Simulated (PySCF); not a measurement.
Vibration and rotation of SiO

RHF-CCSD(T) constants of SiO, ¹Σ⁺ (singlet), closed shell (PySCF, spin-free X2C with a Gaussian nucleus, basis sets Si x2c-SVPall, O x2c-SVPall; masses 27.9769 and 15.9949 u):

```
ωe              : 1205.0 cm⁻¹
ωexe            : 5.72 cm⁻¹
Be              : 0.70109 cm⁻¹
αe              : 0.00475 cm⁻¹
D (centrifugal) : 9.49e-07 cm⁻¹
De to Si + O    : 7.38 eV
```

Task: Give the vibrational terms G(v) and spacings up to v = 6.

Result: G(v) = ωe(v+½) − ωexe(v+½)².

```tsv
v	G(v) (cm⁻¹)	G(v) − G(v−1)	Bv (cm⁻¹)
0	601.1		0.6987
1	1794.6	1193.6	0.6940
2	2976.8	1182.1	0.6892
3	4147.4	1170.7	0.6845
4	5306.7	1159.2	0.6797
5	6454.5	1147.8	0.6750
6	7590.8	1136.4	0.6702
```

Task: How well does the Morse estimate ωe²/(4ωexe) reproduce De, and what is D0?

Result: It gives 7.87 eV, 107 % of the computed De. D0 = De − G(0) = 7.38 − 0.07 = 7.31 eV.

Correlated steps freeze 6 core orbitals. Correlated levels converge slowly with the basis: in double zeta they bind strong bonds too weakly, by up to about 1 eV, and carry superposition errors of some tenths. Where the molecule has an RHF reference, its open-shell atoms are computed with UHF. The CCSD T1 diagnostic is raised, a sign that a single reference may not be enough here.
